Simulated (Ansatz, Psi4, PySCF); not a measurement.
Species: SiF3 (charge 0, doublet). SMILES: F[Si](F)F
Structure (B3LYP-D3(BJ)/def2-TZVP (Ansatz, a program for electronic structure) minimum search):
```
Si
F 1 1.5883
F 1 1.5883 2 107.92
F 1 1.5883 2 107.92 3 -116.39
```
Charge 0, spin multiplicity 2.

Wanted: atomisation energy, in kcal/mol. Set-up: frozen cores in correlated levels; no dispersion term unless named; non-relativistic; atomisation electronic, to ground-state atoms; spin-orbit terms left out; open shells spin-unrestricted; 6-31G* and kin with 6d, 5d where marked; 6-311+G** with 5d, 6d on Na to Ar in Ansatz. Basis-set limits of correlation are two-point, X^-3; Hartree-Fock from the larger set. The bracket is a focal-point correction in the basis named. Ab initio and DFT rows: single points at B3LYP-D3(BJ) geometries (Ansatz).

Coupled cluster (Ansatz) is a level with limits of its own, used here on species with T1 under 0.025 (0.045 for open shells) and stable references: RI-MP2/CBS(cc-pV(T+d)Z,cc-pV(Q+d)Z)+[CCSD(T)-MP2]/cc-pV(T+d)Z.

Value to compare with, RI-MP2/CBS(cc-pV(T+d)Z,cc-pV(Q+d)Z)+[CCSD(T)-MP2]/cc-pV(T+d)Z (Ansatz): 406.6 kcal/mol.

```
level               program  atomisation energy (kcal/mol)  difference
------------------  -------  -----------------------------  ----------
HF/STO-3G            Ansatz                          188.6      -218.0
PBE/6-31G*           Ansatz                          404.6        -2.0
PBE/def2-SVP         Ansatz                          399.6        -7.0
BLYP/6-31G*          Ansatz                          396.6       -10.0
BP86/def2-SVP         PySCF                          396.4       -10.2
B3LYP/6-31G          Ansatz                          303.1      -103.5
B3LYP/6-31G*         Ansatz                          387.9       -18.7
B3LYP/6-31+G*        Ansatz                          378.4       -28.2
PBE0/6-311+G**       Ansatz                          371.1       -35.5
M06-2X/6-31G* (5d)    PySCF                          396.0       -10.6
wB97X-D/6-311+G**      Psi4                          374.8       -31.8
MP2/STO-3G           Ansatz                          228.6      -178.0
MP2/3-21G            Ansatz                          314.1       -92.5
MP2/6-311+G**        Ansatz                          382.6       -24.0
M06-2X/def2-TZVPD     PySCF                          408.6         2.0
wB97X-V/def2-TZVPD   Ansatz                          401.8        -4.8
```

Among the 14 habitual levels, HF/STO-3G lies farthest from RI-MP2/CBS(cc-pV(T+d)Z,cc-pV(Q+d)Z)+[CCSD(T)-MP2]/cc-pV(T+d)Z (Ansatz) (-218.0 kcal/mol) and PBE/6-31G* nearest (-2.0); 0 of 14 lie above it, and their mean absolute difference is 55.0 kcal/mol, the median 26.1. One case shows no general order.

The levels are drawn from those run, B3LYP/6-31G* more often than the rest, none by its result; runs whose electronic state is in doubt are left out.
